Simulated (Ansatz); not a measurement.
## 1T (CdI2-type) SnS2: bulk modulus by level of theory

No measured value is used here.

| level (code) | value (GPa) | cell (Å³/atom) |
|---|---|---|
| LDA (Ansatz) | (withheld) | 21.70 |
| PBEsol (Ansatz) | 10.8 | 23.34 |
| PBE-D3(BJ) (Ansatz) | 26.3 | 22.57 |
| PBEsol-D3(BJ) (Ansatz) | 37.5 | 21.15 |
| rVV10 (Ansatz) | 29.0 | 23.59 |

**Question.** Complete the blanks.

**Answer.** 
- LDA (Ansatz, a program for electronic structure), value (GPa): 27.6

LDA: LDA has no dispersion term either, though it tends to give short spacings of layers, chains or molecules. PBEsol: the cell comes from a level without a dispersion term, which matters for the spacing of layers, chains or molecules. Each level is taken at its own relaxed cell. Ansatz's density-functional and Hartree–Fock values are scalar-relativistic unless marked +SOC, with PAW data made under PBE.
